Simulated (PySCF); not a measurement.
Compound: C₄H₈.
SMILES: `C=C(C)C`

Linear response at PBE0/aug-cc-pVTZ (PySCF, frozen core in the response, non-relativistic). Isolated species at its PBE0-D3(BJ)/def2-TZVP geometry, gas phase.

Static isotropic polarisability: 52.93 au (7.84 Å³), principal values 41.6, 53.2, 64.0 au.

(1) What is the polarisability at 1064 nm and at the sodium D line?

(2) What is the isotropic C6 coefficient between two such molecules, C6 = (3/π)∫α(iω)² dω?

(3) Which effective excitation energy ω̄ makes London's formula C6 = (3/4)α²ω̄ exact here?

(4) What does −C6/R⁶ come to at R = 10 Å between centres?

(5) How anisotropic is the static polarisability, by Δα² = ½[(α1 − α2)² + (α2 − α3)² + (α3 − α1)²]?

(6) The lowest 10 singlets have (eV, f): 5.98, 0.002; 6.55, 0.201; 6.65, 0.025; 6.67, 0.000; 7.20, 0.000; 7.32, 0.002; 7.45, 0.108; 7.65, 0.011; 7.67, 0.004; 8.14, 0.000. What share of the static polarisability do they carry in the sum over states α = Σ f/ω²?

(7) What n − 1 at the D line would an ideal gas of it have at 273.15 K and 1 atm (2.6868 × 10¹⁹ cm⁻³), by n − 1 = 2π·N·α′?

(8) What three-body coefficient follows from the one-pole estimate C9 = (3/4)·α·C6?

(9) How many electrons N does the Slater–Kirkwood formula C6 = (3/4)·√N·α^(3/2) need to give this C6?

## Answers

(1) 53.44 au at 1064 nm (+1.0 %), 54.65 au at 589.3 nm (+3.2 %). The rise at 589.3 nm is 3.39 times that at 1064 nm; a pure ω² law gives 3.26. The lowest singlet lies at 207 nm, shorter than both wavelengths.

(2) 1122 au (Eh·bohr⁶) by a ten-point quadrature over imaginary frequencies, which is 670 eV·Å⁶ or 64.7 J·nm⁶/mol.

(3) ω̄ = 4·C6/(3α²) = 0.534 Eh = 14.5 eV. A one-pole form α(ω) = α/(1 − ω²/ω̄²) fitted to the 1064 nm value gives 12.0 eV.

(4) -65 J/mol. This is the leading, orientation-averaged term; C8 and higher terms are left out.

(5) Δα = 19.3 au, or 0.37 of the isotropic value.

(6) 5.57 au, 10.5 % of α; the largest term, 3.46 au, is that of the state at 6.55 eV. Their oscillator strengths add up to 0.35. Higher states carry the rest.

(7) 13.67 × 10⁻⁴, a formal value whether or not that pressure can be reached.

(8) 44500 au. This is an estimate from the two numbers above, not a computed integral.

(9) N = (4·C6/3)²/α³ = 15.1; the species has 32 electrons in all.
